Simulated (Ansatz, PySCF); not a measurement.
Molecule: CH3S, net charge 0, doublet state. SMILES: [CH2]S
Geometry: optimised at B3LYP-D3(BJ)/def2-TZVP (Ansatz, an electronic-structure program).

Property: atomisation energy, in kcal/mol. Conventions: LANL2DZ with its own core potentials from Na on; open shells spin-unrestricted; 6-311+G** with 5d, 6d on Na to Ar in Ansatz; frozen cores in correlated levels; 6-31G* and kin with 6d, 5d where marked; no spin-orbit coupling; dispersion terms only where a functional's name holds one; atomisation electronic, to ground-state atoms; non-relativistic. Basis-set limits of correlation are two-point, X^-3; Hartree-Fock from the larger set. [CCSD(T)-MP2]/basis is that difference in the basis named. Ab initio and DFT rows: single points at B3LYP-D3(BJ) geometries (Ansatz).

Coupled cluster (Ansatz) is a level with limits of its own, used here on species with T1 under 0.025 (0.045 for open shells) and stable references: RI-MP2/CBS(aug-cc-pV(T+d)Z,aug-cc-pV(Q+d)Z)+[CCSD(T)-MP2]/aug-cc-pV(T+d)Z.

Value to compare with, RI-MP2/CBS(aug-cc-pV(T+d)Z,aug-cc-pV(Q+d)Z)+[CCSD(T)-MP2]/aug-cc-pV(T+d)Z (Ansatz): 372.1 kcal/mol.

```
level                            program  atomisation energy (kcal/mol)  difference
------------------------  --------------  -----------------------------  ----------
HF/LANL2DZ                        Ansatz                          230.7      -141.4
PBE/STO-3G                        Ansatz                          457.4        85.3
PBE/3-21G                         Ansatz                          355.1       -17.0
PBE/LANL2DZ                       Ansatz                          351.5       -20.6
PBE/6-31G*                        Ansatz                          374.7         2.6
BP86/def2-SVP                      PySCF                          383.2        11.1
BP86/6-31G* (5d)                   PySCF                          380.1         8.0
B3LYP/LANL2DZ                     Ansatz                          339.6       -32.5
B3LYP/6-31G*                      Ansatz                          365.0        -7.1
B3LYP/cc-pVDZ                     Ansatz                          361.9       -10.2
B3LYP/6-311+G**                   Ansatz                          366.2        -5.9
MP2/LANL2DZ                       Ansatz                          283.0       -89.1
MP2/6-31G*                        Ansatz                          326.0       -46.1
PBE/def2-TZVPD                    Ansatz                          380.6         8.5
B3LYP/def2-TZVPD                  Ansatz                          371.6        -0.5
B2PLYP-D3(BJ)/def2-TZVPD  Ansatz + dftd3                          368.1        -4.0
```

Among the 13 habitual levels, HF/LANL2DZ lies farthest from RI-MP2/CBS(aug-cc-pV(T+d)Z,aug-cc-pV(Q+d)Z)+[CCSD(T)-MP2]/aug-cc-pV(T+d)Z (Ansatz) (-141.4 kcal/mol) and PBE/6-31G* nearest (2.6); 4 of 13 lie above it, and their mean absolute difference is 36.7 kcal/mol, the median 17.0. One case shows no general order.

The levels are drawn from those run, B3LYP/6-31G* more often than the rest, none by its result; runs whose electronic state is in doubt are left out.
